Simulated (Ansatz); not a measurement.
## Ansatz (development build ahead of 0.2.0) run

```yaml
crystal:
  periodic: [false, false, false]
  atoms:
    - { symbol: P, position_ang: [0.0, 0.0, 0.0] }
    - { symbol: F, position_ang: [0.0, 0.0, 4.9] }
basis:
  gaussian: { orbitals: pcseg-2 }
magnetization:
  initial_magnetization: 2
hamiltonian:
  xc: pbe0
```

The input is written out in the form of the current development build from the run's settings.

Output:

| Property | Result |
| --- | --- |
| Converged | yes |
| Total energy | -440.74764 hartree |
| Spin squared of the determinant | 2.000 |
| Stability test | minimum among restricted orbitals |

Caution: stretched shape with no unrestricted run beside it, a lower state can exist; charge can spread falsely over distant fragments.
